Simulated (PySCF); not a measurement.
Metal–ligand bonds in Zr(F)3–Y. All species are isolated molecules in the gas phase. One relaxed conformer stands for each flexible species; it need not be the lowest. Multiplicities are imposed; where one is given, others were not computed. Strings in code marks are SMILES.

The dipole moment from two functionals at the same geometries (TPSS-D3(BJ)/def2-SVP), both in PySCF: PBE-D3(BJ)/def2-TZVP and TPSSh-D3(BJ)/def2-TZVP. 

```
species                     PBE-D3(BJ)/def2-TZVP (D)  TPSSh-D3(BJ)/def2-TZVP (D)
--------------------------  ------------------------  --------------------------
Y = Cl ([Zr(F)3(Cl)])                           0.13                        0.17
Y = Br ([Zr(F)3(Br)])                           0.03                        0.08
free radical OCH3 (`C[O]`)                      2.11                        2.03
free radical SH (`[SH]`)                        0.87                        0.88
```

Over these rows, drawn at random from the members with no instability flagged (it was tested for open shells, ions and some series alone), PBE minus TPSSh-D3(BJ): mean 0.00 D, from -0.04 D to +0.08 D.
